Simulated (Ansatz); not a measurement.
**BH3 (triplet): wave-function methods side by side at distance B1–H3 = 2.185 Å, cc-pVDZ**

Aim: climb from Hartree-Fock through coupled cluster and multireference methods for BH3 (triplet) at one geometry and basis, and see what each rung misses.

The runs use Ansatz 0.2.0, Gaussian basis; cc-pVDZ, core rule «outside noble gas», up to 1 orbitals frozen.

Plan: UHF; CCSD(T) on ROHF; CCSD(T) on UHF; BCCD(T) on ROHF; CISD; CCSDT(Q) on ROHF; CCSDT(Q) on UHF; CASSCF and MRCISD+Q, 4 electrons in 4 orbitals; CASSCF and NEVPT2, 4 electrons in 4 orbitals; CASSCF and MRCISD+Q, 6 electrons in 7 orbitals; CASSCF and NEVPT2, 6 electrons in 7 orbitals; Full CI.

16 further runs of the same task are left out: 15 that didn't finish, 1 set aside as unsound or not needed.

**1. What is computed**

The geometry derives from a PBE0/def2-TZVP stationary point (not a proven minimum). One bond is set to the value named and the two fragments are kept rigid.

4 atoms, charge 0, spin multiplicity 3.

Atoms are counted from 1 here; the program's logs count them from 0.

Bond lengths: B1–H2 1.281 Å, B1–H4 1.281 Å. Angles: H2–B1–H4 49.8°.

Coordinates:

```xyz
4

B    -0.1593    0.0000    0.0314
H     0.2670    0.5391   -1.0495
H     1.1748   -0.0001    1.7619
H     0.2669   -0.5391   -1.0495
```

**2. UHF**

Input file in.yaml:

```yaml
crystal:
  periodic: [false, false, false]
  atoms:
    - {symbol: B, position_ang: [-0.159309, 0.000012, 0.031433]}
    - {symbol: H, position_ang: [0.267001, 0.539091, -1.049506]}
    - {symbol: H, position_ang: [1.174798, -0.000092, 1.761862]}
    - {symbol: H, position_ang: [0.266918, -0.539130, -1.049507]}
basis:
  gaussian: {orbitals: cc-pVDZ}
magnetization: {spin_polarized: true, initial_magnetization: 2}
hamiltonian: {xc: hf}
output: {orbitals: {seedname: orbitals}}
```

On the command line:

```
$ ansatz run in.yaml --threads 1 --pin off --events-out ev --progress --plain --max-ram 2393MiB
```

The runs that follow: CCSD(T) on ROHF; CCSD(T) on UHF; BCCD(T) on ROHF; CISD; CCSDT(Q) on ROHF; CCSDT(Q) on UHF; CASSCF and MRCISD+Q, 4 electrons in 4 orbitals; CASSCF and NEVPT2, 4 electrons in 4 orbitals; CASSCF and MRCISD+Q, 6 electrons in 7 orbitals; CASSCF and NEVPT2, 6 electrons in 7 orbitals; Full CI.

Before running them: what should the planned runs give, taken together? Wanted: FCI below the RHF energy; RMP2 from FCI; UMP2 from FCI; RCCSD from FCI; RCCSD(T) from FCI; UCCSD(T) from FCI; RCCSDT(Q) from FCI; UCCSDT(Q) from FCI; NEVPT2 pair from FCI.

The runs gave:

```
                         quantity                                                                            value
         FCI below the RHF energy                                                                       -3.6612 eV
                    RMP2 from FCI                                                                      +1086.5 meV
                    UMP2 from FCI                                                                      +1203.0 meV
                   RCCSD from FCI                                                                       +170.0 meV
                RCCSD(T) from FCI                                                                        +40.6 meV
                UCCSD(T) from FCI                                                                        +56.8 meV
               RCCSDT(Q) from FCI                                                                         +1.1 meV
               UCCSDT(Q) from FCI                                                                          0.0 meV
             NEVPT2 pair from FCI                                                                       +616.2 meV
           MRCISD+Q pair from FCI                                                                        +20.9 meV
          NEVPT2 valence from FCI                                                                       +426.8 meV
levels within 1 kcal/mol (43 meV)  RCCSD(T), RCCSDT, UCCSDT, RCCSDT(Q), UCCSDT(Q), MRCISD+Q pair, MRCISD+Q valence
                    T1 diagnostic                                                                            0.037
   effectively unpaired electrons                                                                             2.21
```

What this shows: RCCSD(T) lands +40.6 meV from the yardstick (1.1 % of the correlation energy). The occupations show some static correlation. Of the multireference levels listed MRCISD+Q valence comes nearest in total energy (+14.3 meV), which doesn't show that its space is the better one. Coupled cluster took another determinant than the lowest Hartree-Fock one. These misses are within one basis, not against nature; the frozen cores of restricted and unrestricted runs differ, which can shift their rows.
